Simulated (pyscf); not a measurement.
Thermochemistry of product channels of `[BH2][CH3]` + `[CH2]=[CH2]` on the singlet surface, in kJ/mol, from CCSD(T)/def2-TZVPP + ΔMP2(QZVPP) energies (ideal gas, 1 atm, RRHO with modes under 100 cm⁻¹ raised to 100, one conformer, R ln 2 for chiral ones without a mode under 150 cm⁻¹). Optimised with ωB97X-D3(BJ)/def2-SVP in PySCF. MP2 and CC: frozen core, UHF for open shells. ΔMP2 is the change of the MP2 total energy from the triple- to the quadruple-zeta basis.

| products | ΔE | ΔH(298 K) | ΔG(298 K) | ΔG(900 K) |
|---|---|---|---|---|
| `[BH2][CH2][CH3]` + `[CH2]` [singlet] | … | +361.1 | +359.2 | +352.1 |
| `[CH3][BH][CH2][CH3]` | … | -134.1 | -90.2 | -3.1 |

Question: Complete the blanks.

Answer: 
- `[BH2][CH2][CH3]` + `[CH2]` [singlet], ΔE: +372.6
- `[CH3][BH][CH2][CH3]`, ΔE: -148.7

The channel to H₃C–BH–CH₂–CH₃ turns unfavourable between 298 and 1200 K (ΔG from -90.2 kJ/mol to +38.5 kJ/mol).

These are energies of the channels, which say nothing of barriers. H₂B–CH₂–CH₃ lies 62.9 kJ/mol over its isomer H₃C–BH–CH₃ (electronic energy, ωB97M-D3(BJ)). CH₂ [singlet] is an excited spin state, 37.3 kJ/mol over the triplet at ωB97X-D3(BJ). A restricted singlet here is unstable towards spin polarisation, as is usual where a triplet lies low; its energy is less safe. The CCSD(T) − MP2 part came from Ansatz, without density fitting, on the same reference.
